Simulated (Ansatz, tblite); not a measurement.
Removing an electron: the cluster Si₂H₂⁻. Total charge -1; doublet. Geometry: r2SCAN-D4/def2-TZVPD. Ansatz, gas phase; energy differences of separate SCF runs; the oxidised species is a triplet (the singlet lies 0.28 eV higher at PBE0-D4/def2-TZVPD).

```xyz
4

Si    0.2811    0.9138   -0.5303
Si   -0.2809   -0.9135    0.5300
H    -0.0243    2.0922    0.3964
H     0.0241   -2.0924   -0.3960
```

The xTB rows come from tblite. The structure comes from a short search, and lower isomers may exist.

**Question.** Estimate orbital energies and vertical ionisation energies at: GFN1-xTB; GFN2-xTB; PBE-D4/def2-TZVPD; r2SCAN-D4/def2-TZVPD; PBE0-D4/def2-TZVPD.

**Answer.** 
```tsv
level	−HOMO (eV)	vertical IE (eV)	−LUMO (eV)	HOMO–LUMO gap (eV)	remarks
GFN1-xTB	–	7.27	–	–	–
GFN2-xTB	–	4.11	–	–	–
PBE-D4/def2-TZVPD	-0.43	2.17	-1.39	0.96	HOMO above zero (-1 doublet)
r2SCAN-D4/def2-TZVPD	-0.24	2.14	-1.60	1.35	HOMO above zero (-1 doublet)
PBE0-D4/def2-TZVPD	0.33	2.10	-2.10	2.42	–
```

  A HOMO above zero means that the electron is unbound at that level or that self-interaction error raises the level; the energy of removing that electron tells which. HOMO and LUMO are the levels of the spin that leaves or enters (xTB has no such levels and no spin-polarisation term). Other spin states of the ions may lie lower, which would lower the ionisation energy or raise the affinity. Raw xTB energy differences between charge states are shifted by several eV; the methods need an empirical correction for them.
